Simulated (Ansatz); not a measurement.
# CH2Si+ (doublet): the correlation ladder, cc-pVTZ

How much of the correlation energy of CH2Si+ (doublet) does each wave-function method recover here?

The runs use Ansatz 0.2.0, Gaussian basis; cc-pVTZ, correlated electrons: outside noble gas.

The runs, in order: UHF; CCSD(T) on ROHF; CCSD(T) on UHF; BCCD(T) on ROHF; CCSDT(Q) on ROHF; CCSDT(Q) on UHF; CASSCF and MRCISD+Q, 9 electrons in 10 orbitals; CASSCF and NEVPT2, 9 electrons in 10 orbitals.

### 1 What is computed

The geometry is a PBE0/def2-TZVP stationary point (not a proven minimum) of the parent state, kept for this charge and spin.

4 atoms, charge 1, spin multiplicity 2.

Atoms are counted from 1 here; the program's logs count them from 0.

Bond lengths: Si1–C2 1.702 Å, C2–H3 1.090 Å, C2–H4 1.090 Å. Angles: Si1–C2–H3 123.5°, Si1–C2–H4 123.5°, H3–C2–H4 113.0°.

Geometry (Å):

```
Si    0.0000    0.0000    0.5957
C     0.0000    0.0000   -1.1063
H     0.0000   -0.9093   -1.7078
H     0.0000    0.9093   -1.7078
```

In the tables R marks a restricted open-shell determinant and U an unrestricted one; 'valence' is the active space of 9 electrons in 10 orbitals; correlation energies count from the lowest restricted Hartree-Fock solution.

### 2 UHF

in.yaml reads:

```yaml
crystal:
  periodic: [false, false, false]
  atoms:
    - {symbol: Si, position_ang: [0.000000, 0.000000, 0.595671]}
    - {symbol: C, position_ang: [0.000000, 0.000000, -1.106259]}
    - {symbol: H, position_ang: [0.000000, -0.909276, -1.707827]}
    - {symbol: H, position_ang: [0.000000, 0.909276, -1.707827]}
basis:
  gaussian: {orbitals: cc-pVTZ}
total_charge: 1
magnetization: {spin_polarized: true, initial_magnetization: 1}
hamiltonian: {xc: hf}
output: {orbitals: {seedname: orbitals}}
```

The run is started by

```sh
> ansatz run in.yaml --threads 1 --pin off --events-out ev --progress --plain --max-ram 4096MiB --backend cpu
```

Further steps of the session: CCSD(T) on ROHF; CCSD(T) on UHF; BCCD(T) on ROHF; CCSDT(Q) on ROHF; CCSDT(Q) on UHF; CASSCF and MRCISD+Q, 9 electrons in 10 orbitals; CASSCF and NEVPT2, 9 electrons in 10 orbitals.

**Question.** What will the summary of the whole plan be? Wanted: correlation energy, UCCSDT(Q); RMP2 from UCCSDT(Q); UMP2 from UCCSDT(Q); RCCSD from UCCSDT(Q); RCCSD(T) from UCCSDT(Q); UCCSD(T) from UCCSDT(Q); RCCSDT(Q) from UCCSDT(Q); NEVPT2 valence from UCCSDT(Q); MRCISD+Q valence from UCCSDT(Q).

As calculated:

| quantity | value |
| --- | --- |
| correlation energy, UCCSDT(Q) | -6.8249 eV |
| RMP2 from UCCSDT(Q) | +25.56 kcal/mol |
| UMP2 from UCCSDT(Q) | +25.81 kcal/mol |
| RCCSD from UCCSDT(Q) | +6.13 kcal/mol |
| RCCSD(T) from UCCSDT(Q) | +0.84 kcal/mol |
| UCCSD(T) from UCCSDT(Q) | +0.84 kcal/mol |
| RCCSDT(Q) from UCCSDT(Q) | +0.02 kcal/mol |
| NEVPT2 valence from UCCSDT(Q) | +22.69 kcal/mol |
| MRCISD+Q valence from UCCSDT(Q) | +1.30 kcal/mol |
| levels within 1 kcal/mol (43 meV) | RCCSD(T), UCCSD(T), BCCD(T), RCCSDT, UCCSDT, RCCSDT(Q) |
| T1 diagnostic | 0.015 |
| effectively unpaired electrons | 1.07 |

RCCSD(T) misses by +0.84 kcal/mol, 0.5 % of the correlation energy. One determinant dominates. Of the multireference levels listed MRCISD+Q valence comes nearest (+1.30 kcal/mol). These misses are within one basis and frozen core, not against nature; frozen cores of the runs differ by up to some meV.
